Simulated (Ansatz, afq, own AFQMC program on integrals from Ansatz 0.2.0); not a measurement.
# AFQMC, coupled cluster and functionals along a coordinate of MgPH2, quartet

```json
{"atom": "P", "x (Å)": "0.0000", "y (Å)": "0.0778", "z (Å)": "1.1641"}
{"atom": "Mg", "x (Å)": "0.0000", "y (Å)": "0.0174", "z (Å)": "-1.5257"}
{"atom": "H", "x (Å)": "0.0000", "y (Å)": "-1.2430", "z (Å)": "1.6870"}
{"atom": "H", "x (Å)": "0.0000", "y (Å)": "-1.5672", "z (Å)": "-0.6685"}
```

One side is turned about P1–Mg2. Energies in mEh count from this geometry (0.000 °) at the same level; the start stands on UHF, each point on the determinant named.

Basis cc-pVDZ. Noble-gas cores (and the filled d shells of Ga–Kr and In–Xe) are frozen. Integrals, coupled cluster, full CI and functionals: Ansatz 0.2.0; the random walks run on the same integrals in our own AFQMC program. The CISD trial takes its coefficients from CCSD amplitudes. Released means that phaseless walkers are propagated on without the constraint, phases kept. Uncertainties: one standard error, sampling alone.

Cautions, each for one point or more: lower spins were not checked; released walk and highest rung disagree; the ph-AFQMC/CISD walk drifts between its halves.

```tsv
twist about P1–Mg2 / °	det.	T1	weight	⟨S²⟩	HF	r2SCAN	CCSD(T)
14.900	UHF	0.022	0.89	3.78	0.3	0.4	0.4
42.700	UHF	0.022	0.90	3.78	2.9	3.6	3.5
72.200	UHF	0.022	0.90	3.79	8.1	9.1	9.1
120.000	UHF	0.023	0.89	3.79	14.6	14.9	14.7
180.000	UHF	0.026	0.89	3.79	17.5	16.4	15.6
```

(1) Estimate the curve of CCSDT(Q), counted from the same start.

Answers

(1) 
```tsv
twist about P1–Mg2 / °	det.	T1	weight	⟨S²⟩	CCSDT(Q)	ph-AFQMC/CISD
14.900	UHF	0.022	0.89	3.78	0.4	0.1 ± 0.4
42.700	UHF	0.022	0.90	3.78	3.5	4.1 ± 0.4
72.200	UHF	0.022	0.90	3.79	9.2	9.1 ± 0.4
120.000	UHF	0.023	0.89	3.79	14.7	14.8 ± 0.4
180.000	UHF	0.026	0.89	3.79	15.5	15.8 ± 0.4
```

Weight is that of the determinant in the CISD state; at the start T1 is 0.022 and the weight 0.89, and ⟨S²⟩ is 3.78. Symmetry can't show for every point that it stays on the start's state. Largest departures from CCSDT(Q), at the points where its series has closed: CCSD(T) 0.1 mEh at 180.000 (on UHF), ph-AFQMC/CISD 0.6 mEh at 42.700 (on UHF) (within the noise), HF 2.0 mEh at 180.000 (on UHF). The functionals aren't scored here. In this small basis the wave-function levels are far from their limit, so their gap to the functionals isn't the functionals' error.

A walk keeps the symmetry of its determinant, which the program's search chose and which needn't be the lowest solution, so a lower state of the same spin and another symmetry isn't excluded.
